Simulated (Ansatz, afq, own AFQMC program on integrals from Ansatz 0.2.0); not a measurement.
HfOF2, singlet → HfOF2, triplet

```csv
atom,x (Å),y (Å),z (Å)
Hf,-0.1185,0.0301,0.0000
O,0.4405,1.6923,0.0000
F,0.3710,-0.8539,-1.6420
F,0.3710,-0.8539,1.6420
```

Connectivity, by distances: O–Hf(–F)–F.

E(triplet, charge +0) − E(singlet, charge +0) at this geometry, on RHF and ROHF determinants.

Basis def2-SVP with its core potentials. Noble-gas cores (and the filled d shells of Ga–Kr and In–Xe) are frozen. AFQMC by an in-house program on the Cholesky factors that Ansatz 0.2.0 writes for its CCSD(T) run. The CISD trial takes its coefficients from CCSD amplitudes. Released means that phaseless walkers are propagated on without the constraint, phases kept. Error bars are statistical, one sigma. No spin–orbit coupling. The metal's outer-core s and p shells are frozen, which shifts wave-function levels against functionals. The errors of all members are added in quadrature.

No full CI on the walks' own integrals is used here. The released AFQMC energy serves as the reference, which it does only where one determinant dominates, the energy is flat over the last release times and near the phaseless one (40 meV or 2 meV an electron, half that with transition metals). On small molecules, where full CI could be run and the noise was under 10 meV, such values lay within 10 meV of it in 19 cases of 20, a flattering rate, since the rule was set on those same cases; what remains of the bias isn't in the error bar. Each member takes its own surest rung, up to full CI.

Errors are counted within def2-SVP, not against nature.

Cautions: no spin-orbit coupling; outer-core shells of the metal frozen; HfOF₂ (triplet): another spin lies lower, the released value is read at 0.80 1/Eh with a noise of 12 meV, more than in the cases checked, later times being too noisy (meV from the phaseless value at times in 1/Eh: 4 ± 9 at 0.24, -35 ± 28 at 0.48, -16 ± 12 at 0.80, -13 ± 15 at 1.20), released reference can be 30 meV off for metals.

Reference (AFQMC with the constraint released): 81.7 ± 0.3 kcal/mol.

| level | vertical spin gap (kcal/mol) | error against released AFQMC (kcal/mol) |
| --- | --- | --- |
| HF | 44.0 | -37.7 ± 0.3 |
| MP2 | 94.7 | 13.0 ± 0.3 |
| CCSD | 77.8 | -3.9 ± 0.3 |
| CCSD(T) | 81.6 | -0.1 ± 0.3 |
| ph-AFQMC/CISD | 81.8 ± 0.2 | 0.1 ± 0.4 |

Correlation beyond CCSD(T) changes it by less than twice the noise. The perturbative (T) step is worth +3.8 kcal/mol.

A walk keeps the symmetry of its determinant, which the program's search chose and which needn't be the lowest solution, so a lower state of the same spin and another symmetry isn't excluded. Released energies are given only where the last usable release times agree within the noise; a slower fall can still hide under it.
